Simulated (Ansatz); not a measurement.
Isolated molecules relaxed with PBE0-D4/def2-TZVP in Ansatz; ΔE leaves out vibrations. CBS: MP2 limit from def2 TZ/QZ plus the TZ coupled-cluster correction, frozen cores. This one scheme is used for every species. DFT in def2-TZVPP. B3LYP here is the variant with VWN-RPA as its local correlation; programs differ in this. One conformer a species, not always the lowest.

`COC(F)CCl` + H₂ → `COCCCl` + H–F  (hydrogenolysis of a C–F bond)

`COC(F)CCl`:

Z-matrix (Å, degrees):
```
C
O 1 1.414
H 1 1.096 2 110.7
H 1 1.088 2 106.8 3 -118.8
H 1 1.093 2 111.2 3 121.9
C 2 1.360 1 114.3 3 -56.2
C 6 1.509 2 109.7 1 169.5
F 6 1.391 2 110.2 1 -73.3
H 6 1.099 2 112.0 1 44.5
Cl 7 1.772 6 110.8 2 -72.1
H 7 1.089 6 109.6 2 47.6
H 7 1.088 6 109.6 2 168.6
```

H₂:

Cartesian coordinates in Å:
```
H 0.139 -0.314 0.147
H -0.139 0.314 -0.147
```

`COCCCl`:

Z-matrix (Å, degrees):
```
C
O 1 1.404
H 1 1.090 2 107.2
H 1 1.098 2 111.2 3 -118.9
H 1 1.097 2 112.6 3 119.1
C 2 1.403 1 114.1 3 176.1
C 6 1.517 2 111.4 1 82.4
H 6 1.092 2 107.1 1 -158.1
H 6 1.098 2 111.2 1 -40.4
Cl 7 1.780 6 109.9 2 178.7
H 7 1.089 6 112.1 2 -62.5
H 7 1.089 6 110.7 2 59.8
```

H–F:

Z-matrix (Å, degrees):
```
F
H 1 0.920
```

Is it downhill or uphill in electronic energy at CCSD(T)/CBS, and by how much? (An estimate is asked.)

The calculation gave: Downhill: ΔE = -59.6 kJ/mol.

What do these levels give: B3LYP-D4, r2SCAN, PBE0, B3LYP, MP2/def2-TZVPP, CCSD/def2-TZVPP, CCSD(T)/def2-TZVPP, HF/def2-QZVPP, MP2/def2-QZVPP, SCS-MP2/def2-QZVPP, HF/CBS(def2), CCSD/CBS(def2)? (Estimate.)

Computed: B3LYP-D4 -48.2, r2SCAN -41.8, PBE0 -54.3, B3LYP -50.2, MP2/def2-TZVPP -60.7, CCSD/def2-TZVPP -58.7, CCSD(T)/def2-TZVPP -55.8, HF/def2-QZVPP -55.6, MP2/def2-QZVPP -63.1, SCS-MP2/def2-QZVPP -60.6, HF/CBS(def2) -55.7, CCSD/CBS(def2) -62.5 kJ/mol.

Largest T1 diagnostic among the species: 0.011.

From PBE to PBE0 (25 % exact exchange), in def2-TZVPP and without D4, ΔE moves by −6.3 kJ/mol.
